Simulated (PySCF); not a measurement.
A species of formula C4H4F2 has this rotational fingerprint, computed with PBE0-D3(BJ)/def2-SVP geometry optimisation, gas phase (PySCF):

```
Rotational constants : A = 10353, B = 2425, C = 2293 MHz
Dipole components    : |μa| = 0.15 D, |μb| = 1.82 D, |μc| = 0.00 D
Inertial defect      : -36.76 u·Å²
κ                    : -0.97
```

Problem. Which structure is it? (One computed conformer of each.)
A. `F[C@H]1[C@H]2[C@@H]([C@@H]12)F`
B. `F[C@@H]1C=C[C@H]1F`
C. `FC1=C(F)CC1`

Solution. A. It is F[C@H]1[C@@H]2[C@H](F)[C@H]12, a near-prolate asymmetric top, point group Cs. The candidates at the same level (rigid rotor, commonest isotopes):

```tsv
SMILES	A (MHz)	B (MHz)	C (MHz)	μa (D)	μb (D)	μc (D)	Δ (u·Å²)	point group	rotor
FC1=C(F)CC1	4873	3811	2199	0.00	2.05	0.00	-6.52	C2v	asymmetric top
F[C@H]1[C@@H]2[C@H](F)[C@H]12	10353	2425	2293	0.15	1.82	0.00	-36.76	Cs	near-prolate asymmetric top
F[C@@H]1C=C[C@H]1F	5677	3414	2356	0.00	1.80	0.00	-22.53	C2	asymmetric top
```

`F[C@@H]1C=C[C@H]1F` has A 45 % too low; `FC1=C(F)CC1` has B 57 % too high. In the right answer the mirror of this Cs structure is the ab plane, so μc vanishes by symmetry. No structure here is proved a minimum.
